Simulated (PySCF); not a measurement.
Computed NMR parameters against published values

Bonds (- single, = double, # triple, : aromatic): C1-C2 1.519 Å, C2-C3 1.530 Å, C2-C4 1.512 Å, C4=O5 1.203 Å, C4-O6 1.342 Å. C1 carries H7, H8, H9; C2 carries H10; C3 carries H11, H12, H13; O6 carries H14.

The experiment to reproduce: δ 13C C2 34.1; C1/C3 18.8; δ 1H H10 2.56; H7/H8/H9/H11/H12/H13 1.21 ppm (measured; solution, not stated per compound (mostly CDCl3 or CCl4); Pretsch, Buehlmann, Badertscher, Structure Determination of Organic Compounds, 4th ed. (2009)).

Isolated molecule, one computed conformer, equivalent nuclei averaged, non-relativistic Hamiltonian. σ from GIAO-PBE0/pcSseg-1; structure optimised with PBE0-D3(BJ)/def2-SVP; PySCF 2.14.0 with density-fitted response routines.

Question: What does the calculation give, and how does it compare?

Answer: 
Reference values: measured (solution, not stated per compound (mostly CDCl3 or CCl4); Pretsch, Buehlmann, Badertscher, Structure Determination of Organic Compounds, 4th ed. (2009)).
```json
{"atoms": "C2", "quantity": "δ 13C", "reference": "34.1", "computed": "34.0", "computed, scaled": "32.3"}
{"atoms": "C1/C3", "quantity": "δ 13C", "reference": "18.8", "computed": "20.0", "computed, scaled": "18.8"}
{"atoms": "H10", "quantity": "δ 1H", "reference": "2.56", "computed": "2.26", "computed, scaled": "2.36"}
{"atoms": "H7/H8/H9/H11/H12/H13", "quantity": "δ 1H", "reference": "1.21", "computed": "1.18", "computed, scaled": "1.33"}
```

Computed shifts are σ(ref) − σ with the named reference compound (TMS for H and C) calculated as an isolated molecule at the same level. The measured values may be among those fitted. Shieldings were converted by linear fits to measured shifts (mostly CDCl3, TMS scale, for H and C): 13C (scatter 2.0 ppm rms, 2.2 ppm with the 3 outliers that the fit left out); 1H (scatter 0.21 ppm rms). Occasional misses reach two or three times the rms, and more in compound classes unlike the fitted ones. Hydrogens on heteroatoms aren't scaled, only referred to computed TMS.

Question: How far are the unscaled 13C shifts from the references?

Answer: Mean signed difference +0.55 ppm, mean absolute 0.65 ppm over 2 comparisons; the largest is +1.2 ppm at C1/C3 (methyl carbon).

Question: How far are the unscaled 1H shifts from the references?

Answer: Mean signed difference -0.17 ppm, mean absolute 0.17 ppm over 2 comparisons; the largest is -0.30 ppm at H10 (hydrogen on an sp3 CH α to a carbonyl).

4 of the 5 published NMR values on file for this molecule are compared. The rest: values whose atom or origin is in doubt.
